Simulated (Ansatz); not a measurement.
## Isomers

Structures of BSiH2O, doublet, relaxed at PBE0-D4/def2-TZVP (vibrations not checked; lower isomers may exist, and structures with a doubtful reference or unclear bonds are left out). Program: Ansatz 0.2.0. Basis: def2-TZVPP. Cores are frozen in the correlated methods; orbitals are unrestricted. B3LYP uses VWN-RPA correlation.

**Question.** Rank them by CCSD(T) energy, lowest first, and give each one's height above the lowest. Links in brackets join atoms within 1.22 times the sum of their covalent radii (1.1 for two metals). (To be estimated.)
A.
BSiH₂O ([OH][B][SiH])
```
5
angstrom
B 0.0692 -0.3203 0.6267
O 0.5729 -1.1395 1.5096
Si -0.7299 0.7875 -0.7113
H 0.6091 -0.8783 2.4356
H 0.7025 1.3416 -0.7512
```
B.
BSiH₂O ([O][B][SiH2])
```
5
angstrom
O -0.6747 -0.6731 2.1874
B -0.4026 -0.3017 1.0756
Si -0.0601 0.3501 -0.7465
H 0.1287 -0.7493 -1.7207
H 1.0088 1.3740 -0.7958
```
C.
BSiH₂O ([B]1[O][SiH2]1)
```
5
angstrom
B -0.8143 0.0260 1.4447
O 0.3059 -0.5563 1.1478
Si -0.1340 0.2125 -0.4064
H -0.2918 -0.8534 -1.4204
H 0.9342 1.1712 -0.7658
```

**Answer.** Computed: B (0.000 eV), C (1.268 eV), A (1.400 eV). Heights count from the lowest.

**Question.** Do PBE-D4, r2SCAN-D4, PBE0-D4, B3LYP-D4, wB97M-V, HF, MP2 give the same order? (Judge from chemistry; the calculation decides.)

**Answer.** By the calculation: All do.

The T1 diagnostic stays at or below 0.027. ⟨S²⟩ of the unrestricted Hartree–Fock references: 0.76 to 0.84 (a pure state has 0.75). The unrestricted reference is spin-contaminated, which hurts MP2 most.

For scale, one of the runs: CCSD(T)/def2-TZVPP, 132 basis functions, launched by `ansatz run in.yaml --threads 2 --pin off --events-out ev --progress --plain --max-ram 4352MiB`. Time: 27 s of wall clock on 2 CPU threads of an Arm Neoverse V1; the host was shared. Peak host memory: 1.4 GiB.
